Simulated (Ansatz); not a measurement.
# H₄OSSi (SMILES O[SiH2]S): functionals against CCSD(T) at one geometry

The task here is to estimate one member of a computed series from the others.

The runs use Ansatz 0.2.0, Gaussian basis; single points in def2-TZVPP.

Cores are frozen in the correlated methods.

### Where the work starts

7 atoms, charge 0, spin multiplicity 1.

Atoms are counted from 1 here; the program's logs count them from 0.

Bond lengths: O1–Si2 1.648 Å, O1–H4 0.945 Å, Si2–S3 2.130 Å, Si2–H5 1.465 Å, Si2–H6 1.431 Å, S3–H7 1.331 Å. Angles: Si2–O1–H4 122.7°, O1–Si2–S3 102.6°, O1–Si2–H5 109.6°, O1–Si2–H6 110.9°, S3–Si2–H5 109.0°, S3–Si2–H6 110.2°, H5–Si2–H6 113.9°, Si2–S3–H7 96.1°.

Coordinates:

```tsv
atom	x (Å)	y (Å)	z (Å)
O1	-0.9503	-0.7038	-0.4075
Si2	0.0021	0.5767	0.0042
S3	1.7763	-0.3701	0.7064
H4	-1.8211	-0.6007	-0.7605
H5	0.3198	1.3579	-1.1936
H6	-0.5984	1.3415	1.0541
H7	1.3405	-1.6182	0.5534
```

The first run:

The input, run/in.yaml:

```yaml
crystal:
  periodic: [false, false, false]
  atoms:
    - {symbol: O, position_ang: [-0.950300, -0.703800, -0.407500]}
    - {symbol: Si, position_ang: [0.002100, 0.576700, 0.004200]}
    - {symbol: S, position_ang: [1.776300, -0.370100, 0.706400]}
    - {symbol: H, position_ang: [-1.821100, -0.600700, -0.760500]}
    - {symbol: H, position_ang: [0.319800, 1.357900, -1.193600]}
    - {symbol: H, position_ang: [-0.598400, 1.341500, 1.054100]}
    - {symbol: H, position_ang: [1.340500, -1.618200, 0.553400]}
basis:
  gaussian: {orbitals: def2-TZVPP}
correlation: {method: ccsd_t}
output: {forces: true}
```

The command line of these runs was not kept.

Among the steps run: CCSD(T)/def2-TZVPP; PBE0-D4/def2-TZVPP; wB97M-V/def2-TZVPP; r2SCAN-D4/def2-TZVPP; PBE-D4/def2-TZVPP; B97M-V/def2-TZVPP; revPBE-D4/def2-TZVPP.

One table of the session follows, with a row left open; its other results are not shown here.

```
   method  RMS force component (eV/Å)  angle to CCSD(T) forces (°)  dipole (D)
  CCSD(T)                       0.455                    reference        2.24
  PBE0-D4                           ?                            ?           ?
  wB97M-V                       0.438                          5.0        2.26
r2SCAN-D4                       0.507                          6.6        2.26
   PBE-D4                       0.585                         17.7        2.18
   B97M-V                       0.488                         13.7        2.13
revPBE-D4                       0.582                         20.0        2.17
```

Q: Estimate the row for PBE0-D4 from the others.

**Answer.** RMS force component (eV/Å): 0.502; angle to CCSD(T) forces (°): 8.7; dipole (D): 2.25. In the column «RMS force component (eV/Å)» it lies between B97M-V (0.488) and r2SCAN-D4 (0.507).
